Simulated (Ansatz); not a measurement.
Total energies of CH₅BSi (`B1C[SiH2]1`).

```xyz
8

B    -1.0176    0.0221    0.5935
C    -0.5311   -0.0476   -0.8088
Si    0.8780    0.1828    0.6379
H    -1.8769   -0.5624    1.1671
H    -0.0341    0.7779   -1.3247
H    -0.8647   -0.8025   -1.5185
H     1.6681    1.3227    0.1222
H     1.7783   -0.8930    1.1314
```

Charge 0, multiplicity 1. The geometry is a stationary point of PBE0-D4/def2-TZVP. Basis def2-TZVPP, Ansatz 0.2.0.

RPA on PBE orbitals: Hartree–Fock energy of these orbitals -354.30726 Eh, correlation -0.72414 Eh (frozen core).

```csv
functional,energy without D4 (Eh),D4 term (kJ/mol)
revPBE,-355.33252,-39.6
r2SCAN0,-355.32808,-3.3
```

Problem. Give the same for LDA (SPW92), PBE, BLYP, r2SCAN, B97M-V, PBE0, B3LYP, r2SCANh, HSE06 (plane-wave form), BHLYP, CAM-B3LYP, LC-ωPBE, ωB97X-V, ωB97M-V, B2PLYP, PBE-QIDH. (Estimate.)

Solution. Computed: 
```
             functional  energy without D4 (Eh)  D4 term (kJ/mol)
            LDA (SPW92)              -353.56423                 –
                    PBE              -355.15609             -12.4
                   BLYP              -355.36630             -28.0
                 r2SCAN              -355.33738              -2.8
                 B97M-V              -355.35046                 –
                   PBE0              -355.19779             -10.3
                  B3LYP              -355.43941             -20.2
                r2SCANh              -355.33341              -3.0
HSE06 (plane-wave form)              -355.18648              -9.6
                  BHLYP              -355.36592             -15.4
              CAM-B3LYP              -355.36688             -10.4
                LC-ωPBE              -355.26389                 –
                ωB97X-V              -355.34261                 –
                ωB97M-V              -355.34258                 –
                 B2PLYP              -355.21758                 –
               PBE-QIDH              -355.09812                 –
```

B3LYP takes the VWN-RPA correlation (the form of Gaussian; ORCA's B3LYP/G). HSE06 is the plane-wave form, built on full-range PBE exchange. The double hybrids freeze the cores in their second-order part.

LC-ωPBE has ω = 0.4 bohr⁻¹.
